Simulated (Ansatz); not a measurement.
# HOSi: the cost of one run

Method: def2-QZVPP, core rule «outside noble gas», up to 6 orbitals frozen; program: Ansatz 0.2.0, Gaussian basis.

The runs, in order: UHF; ROHF; CCSD(T) on UHF.

### 1 What is computed

The geometry is a PBE0/def2-TZVP stationary point (not a proven minimum).

3 atoms, charge 0, spin multiplicity 4.

Atoms are counted from 1 here; the program's logs count them from 0.

Bond lengths: Si1–O2 1.728 Å, Si1–H3 1.496 Å. Angles: O2–Si1–H3 115.5°.

### 2 UHF

Contents of in.yaml:

```yaml
crystal:
  periodic: [false, false, false]
  atoms:
    - {symbol: Si, position_ang: [0.000000, -0.094440, 0.592147]}
    - {symbol: O, position_ang: [0.000000, 0.091474, -1.126196]}
    - {symbol: H, position_ang: [0.000000, 1.179495, 1.376770]}
basis:
  gaussian: {orbitals: "def2-QZVPP.json"}
magnetization: {spin_polarized: true, initial_magnetization: 3}
hamiltonian: {xc: hf}
output: {orbitals: {seedname: orbitals}}
```

Started as:

```console
ansatz run in.yaml --threads 1 --pin off --events-out ev --progress --plain --max-ram 2393MiB
```

What time and memory should one allow on 1 thread of Arm Neoverse V1, shared host?

About 12 s, with a peak of 0.28 GiB.
